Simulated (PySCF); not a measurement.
## fluoroborane Ion: 4 charge schemes on one density

Species: fluoroborane Ion, BFH (charge +1).
Bonds: B1–F2. Hydrogens: H3 on B1.

Density: PBE0/pcSseg-1 (PySCF); schemes: Mulliken, IAO, Hirshfeld and ESP-fitted. Geometry: PBE0-D3(BJ)/def2-SVP; no solvent, vibrations or thermal averaging.

Q: For which atoms does the sign change between the 4 schemes (beyond +0.03 e in one, beyond −0.03 e in another)?

A: F2. Atomic charges aren't observables, and each scheme defines them in its own way.

Q: Which atoms carry the lowest charge in the Mulliken, IAO, Hirshfeld and ESP-fitted schemes?

A: All schemes agree: Mulliken F2 (-0.027); IAO F2 (-0.074); Hirshfeld F2 (+0.104); ESP-fitted F2 (+0.032).

Q: Tabulate the Mulliken, IAO, Hirshfeld and ESP-fitted charges.

A: In e:

```
atom              environment  Mulliken     IAO  Hirshfeld  ESP-fitted
  B1  boron bonded to F and H    +0.788  +0.895     +0.752      +0.843
  F2     fluorine bonded to B    -0.027  -0.074     +0.104      +0.032
  H3             B–H hydrogen    +0.239  +0.179     +0.144      +0.125
```

Mean size of the charges over all atoms: IAO 0.383 e, Mulliken 0.351 e, ESP-fitted 0.333 e, Hirshfeld 0.333 e. Each set sums to the total charge, 1, to within 0.001 e. The ESP scheme fits charges at the nuclei, held to the total charge, to the electrostatic potential on points at 1.4 to 2.0 times the van der Waals radii.

Q: How many electrons does the IAO scheme count on F2?

A: Z − q = 9 − (-0.074) = 9.074.
